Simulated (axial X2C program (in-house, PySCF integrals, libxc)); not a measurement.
**Nuclear properties of HF⁻**

Computed with an in-house all-electron X2C program for linear molecules (integrals from PySCF): two-component X2C with atomic mean-field Coulomb and Gaunt terms, Gaussian nuclei, basis F dyall-av3z, H dyall-av3z with contracted cores.

R = 0.933 Å (near the PBE0 minimum at charge -1 of the determinant lowest at the starting distance; the state shown can have its own minimum elsewhere).

Determinant lowest in the PBE0 search, Ω = 1/2 (⟨Sz⟩ = 0.50, ⟨Lz⟩ = 0.00 at PBE0), spin on the atoms F 0.43, H 0.07:

```tsv
level	Eeff magnitude (GV/cm)	Ws magnitude F (kHz)	A∥/gI F (MHz)	qzz F (a.u.)	A∥/gI H (MHz)	qzz H (a.u.)
PBE0	0.00646	0.00524	93.8	2.62	2.99	0.48
HF	0.00516	0.00417	69.7	2.75	0.285	0.47
BHandHLYP	0.00751	0.00607	110	2.66	2.12	0.47
PBE	0.00716	0.00582	106	2.57	4.53	0.49
TPSSh	0.00605	0.00489	85.9	2.66	3.7	0.49
```

Eeff is the effective electric field on the electron electric dipole moment in this Ω state and Ws the scalar–pseudoscalar constant of the nucleus named (defined with the proton number Z and per Ω); A∥ (defined per Ω) follows by multiplying with gI = μI/(I μN); qzz is the electric field gradient, eQq0 = 234.96 MHz × Q/barn × qzz. The operators were transformed with the bare-nucleus X2C matrices; with these basis sets, hyperfine constants and field gradients can be off by tens of per cent, and where levels differ in sign neither size nor sign is settled.

Task: With gI(19F) = 5.2577 (g factors from the IAEA table of nuclear moments by Stone), turn the PBE0 values of the first state into constants in MHz.

Result: A∥(19F) = 93.8 × 5.2577 = 493 MHz.

Each state is one determinant with collinear spin. Unrestricted Hartree–Fock can overshoot spin polarisation at the nuclei. For an anion, determinants above electron detachment, or with a positive highest level, are held by the basis set. The search compared states at one distance, so a state with another bond length can lie lower. Where a field gradient or hyperfine factor spreads by more than a factor of two over the levels, a constant derived from it is not to be relied on.
